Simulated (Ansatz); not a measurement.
**[NH2···H···N], quartet: transfer scan**

Starting geometry:

```json
{"atom": "N", "x (Å)": "-1.1973", "y (Å)": "-0.0184", "z (Å)": "-0.0286"}
{"atom": "H", "x (Å)": "-1.4946", "y (Å)": "0.9495", "z (Å)": "-0.0286"}
{"atom": "H", "x (Å)": "-1.4946", "y (Å)": "-0.4207", "z (Å)": "0.8517"}
{"atom": "H", "x (Å)": "-0.1848", "y (Å)": "-0.0184", "z (Å)": "-0.0286"}
{"atom": "N", "x (Å)": "1.4257", "y (Å)": "-0.0184", "z (Å)": "-0.0286"}
```

From there H4 is moved from one fragment to the other while all else, the fragments' distance too, stays fixed; atoms are numbered as listed. Energies are in eV, counted from the starting geometry at the same level. Kohn–Sham curves are unrestricted where that lies lower.

Basis cc-pVDZ; Ansatz 0.2.0. Correlated methods freeze the noble-gas cores. R marks a restricted (for open shells ROHF) determinant, U an unrestricted one.

In so small a basis the reference is far from its limit while semilocal and hybrid functionals are nearer theirs (RPA and double hybrids share much of the reference's basis error), so the functionals' errors here hold much of the reference's basis and frozen-core error, which can add to them or hide them.

Full CI isn't at hand for all of this; UCCSDT(Q) serves as the reference, and is uncertain by about the last step of the cluster series.

| distance N1-H4 (Å) | UCCSDT(Q) | PBE | BLYP | r2SCAN | PBE0 | B3LYP | wB97M-V | B2PLYP | RPA-PBE |
| --- | --- | --- | --- | --- | --- | --- | --- | --- | --- |
| 0.942 | 0.102 | 0.193 | 0.191 | 0.151 | 0.135 | 0.143 | 0.113 | 0.114 | 0.131 |
| 1.012 | 0.000 | 0.000 | 0.000 | 0.000 | 0.000 | 0.000 | 0.000 | 0.000 | 0.000 |
| 1.094 | 0.163 | 0.025 | 0.024 | 0.073 | 0.103 | 0.087 | 0.137 | 0.135 | 0.110 |
| 1.175 | 0.479 | 0.174 | 0.171 | 0.268 | 0.333 | 0.298 | 0.412 | 0.404 | 0.347 |
| 1.257 | 0.829 | 0.351 | 0.342 | 0.484 | 0.576 | 0.521 | 0.711 | 0.691 | 0.596 |
| 1.338 | 1.094 | 0.491 | 0.474 | 0.645 | 0.746 | 0.677 | 0.925 | 0.895 | 0.780 |
| 1.420 | 1.213 | 0.583 | 0.558 | 0.732 | 0.818 | 0.747 | 1.012 | 0.978 | 0.878 |
| 1.501 | 1.214 | 0.657 | 0.623 | 0.778 | 0.832 | 0.769 | 1.012 | 0.979 | 0.923 |
| 1.583 | 1.233 | 0.794 | 0.750 | 0.872 | 0.891 | 0.838 | 1.045 | 1.008 | 1.007 |
